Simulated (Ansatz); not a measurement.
`CC=C=CC` → `C=C=CC` + `[CH2]` (triplet) at 298.15 K and 1 bar (formal loss of a carbene).

Calculated with Ansatz (gas phase, PBE0-D4/def2-TZVP geometries, no zero-point term in ΔE). CCSD(T)/CBS adds triple-zeta CCSD(T) − MP2 to the extrapolated MP2 energy (def2 sets, frozen cores). This one scheme is used for every species. Triplets are unrestricted, without spin–orbit coupling.

```tsv
species	CCSD(T)/CBS energy (Eh)	H − E (kJ/mol)	S (J/(mol·K))
`CC=C=CC`	-195.02105	315.2	319.4
`C=C=CC`	-155.75749	236.4	289.7
`[CH2]` (triplet)	-39.09499	55.4	195.3
```

H − E and S are ideal-gas, rigid-rotor, harmonic terms from PBE0-D4/def2-TZVP, for one conformer and one mirror image of each species, with the whole ground term of open shells counted as degenerate. 1 Eh = 2625.50 kJ/mol, R = 8.31446 J/(mol·K).

By hand: ΔE, ΔH, ΔS and ΔG.

ΔE = (-155.75749) + (-39.09499) − (-195.02105) = 0.16857 Eh = 442.6 kJ/mol. Δ(H − E) = 236.4 + 55.4 − 315.2 = -23.4, so ΔH = 419.2 kJ/mol. ΔS = 289.7 + 195.3 − 319.4 = 165.6 J/(mol·K). ΔG = 419.2 − 298.15 × (165.6)/1000 = 369.8 kJ/mol.

By hand: the equilibrium constant, and the temperature at which ΔG would vanish if ΔH and ΔS stayed fixed.

log₁₀ K = −ΔG/(RT ln 10) = -64.8. ΔG = 0 at ΔH/ΔS = 2531 K, far beyond where these terms or the molecules hold.

The number of gas molecules changes by +1, which sets the sign of ΔS. A doubt of 5 kJ/mol in ΔE shifts log₁₀ K by 0.9 here. Other conformers and mirror images would add mixing entropy, several J/(mol·K) or more a flexible species. A triplet takes part, so the spin changes. These are equilibria of isolated gas molecules and say nothing of rates. Largest T1 diagnostic: 0.011 (customary marks: 0.02 for closed shells, 0.045 for open ones).
